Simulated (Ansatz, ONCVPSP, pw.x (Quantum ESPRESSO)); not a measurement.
## What a changed setting does to a pw.x run (diamond Si)

Potential: optimised norm-conserving Vanderbilt (ONCV), ONCVPSP 4.0.1.1 (patched build), LDA (Perdew-Wang 92); core [Ne], reference 3s2 3p2; waves: 3s: rc 1.75 bohr, ncon 4, nbas 9, qcut 4.2 1/bohr, 3 projectors, debl 1.2 Ha; 3p: rc 1.80 bohr, ncon 4, nbas 8, qcut 4.6 1/bohr, 2 projectors, debl 2.7 Ha; d scattering state at 0.29 Ha: rc 1.90 bohr, ncon 5, nbas 8, qcut 4.7 1/bohr, 1 projector; local part: polynomial inside 1.10 bohr (lpopt 5, dvloc0 3 Ha); core correction: none.

The reference run (k-mesh 9³, cutoffs 40/160 Ry, Fermi–Dirac 0.01 Ry, mixing_beta 0.4, conv_thr 1e-9, no spin) gives -0.67 GPa at 19.694 Å³/atom, where all-electron LAPW gives -0.03 GPa. This run, with its own iteration cap, changes k-mesh points per axis to 3.

```
&control
  calculation='scf', prefix='x', pseudo_dir='./', outdir='./tmp', tstress=.true., disk_io='none'
/
&system
  ibrav=0, nat=2, ntyp=1, ecutwfc=40, ecutrho=160, nbnd=11,
  occupations='smearing', smearing='fd', degauss=0.01
/
&electrons
  conv_thr=1e-09, mixing_beta=0.4, electron_maxstep=50
/
ATOMIC_SPECIES
Si 1.0 Si.UPF
CELL_PARAMETERS angstrom
  0.00000000 2.70050288 2.70050288
  2.70050288 0.00000000 2.70050288
  2.70050288 2.70050288 0.00000000
ATOMIC_POSITIONS crystal
Si 0.0000 0.0000 0.0000
Si 0.2500 0.2500 0.2500
K_POINTS automatic
3 3 3 0 0 0
```

```bash
pw.x < Si.scf.in > Si.scf.out
```

Problem. How does the run end?

Solution. It converges in 7 iterations; the free energy moves by +317.6 meV/atom and the pressure by +1.77 GPa.

```
Message from routine setup:
     using ibrav=0 with symmetry is DISCOURAGED, use correct ibrav instead
     lattice parameter (alat)  =       7.2170  a.u.
     unit-cell volume          =     265.8034 (a.u.)^3
     number of electrons       =         8.00
     number of Kohn-Sham states=           11
     kinetic-energy cutoff     =      40.0000  Ry
     charge density cutoff     =     160.0000  Ry
     scf convergence threshold =      1.0E-09
     Exchange-correlation= SLA  PW   NOGX NOGC
     number of k points=     4  Fermi-Dirac smearing, width (Ry)=  0.0100
     iteration #  1     ecut=    40.00 Ry     beta= 0.40
     total energy              =     -15.83418869 Ry
     estimated scf accuracy    <       0.07868049 Ry
     iteration #  2     ecut=    40.00 Ry     beta= 0.40
     total energy              =     -15.82933754 Ry
     estimated scf accuracy    <       0.02012466 Ry
     iteration #  3     ecut=    40.00 Ry     beta= 0.40
     total energy              =     -15.83080760 Ry
     estimated scf accuracy    <       0.00036799 Ry
     iteration #  4     ecut=    40.00 Ry     beta= 0.40
     total energy              =     -15.83084708 Ry
     estimated scf accuracy    <       0.00002974 Ry
     iteration #  5     ecut=    40.00 Ry     beta= 0.40
     total energy              =     -15.83085144 Ry
     estimated scf accuracy    <       0.00000179 Ry
     iteration #  6     ecut=    40.00 Ry     beta= 0.40
     total energy              =     -15.83085169 Ry
     estimated scf accuracy    <          3.6E-09 Ry
     iteration #  7     ecut=    40.00 Ry     beta= 0.40
     the Fermi energy is     6.5195 ev
!    total energy              =     -15.83085171 Ry
     estimated scf accuracy    <          5.3E-10 Ry
     smearing contrib. (-TS)   =      -0.00212258 Ry
     The total energy is F=E-TS. E is the sum of the following terms:
     one-electron contribution =       4.75287810 Ry
     hartree contribution      =       1.13335844 Ry
     xc contribution           =      -4.82584007 Ry
     ewald contribution        =     -16.88912560 Ry
     convergence has been achieved in   7 iterations
          total   stress  (Ry/bohr**3)                   (kbar)     P=       10.96
     Message from routine punch:
     Nothing written, as per user request (disk_io='none')
```

The run took about 1.4 s on one core of a shared host (Intel(R) Xeon(R) 6975P-C, 192 threads, 756 GiB, load 315).
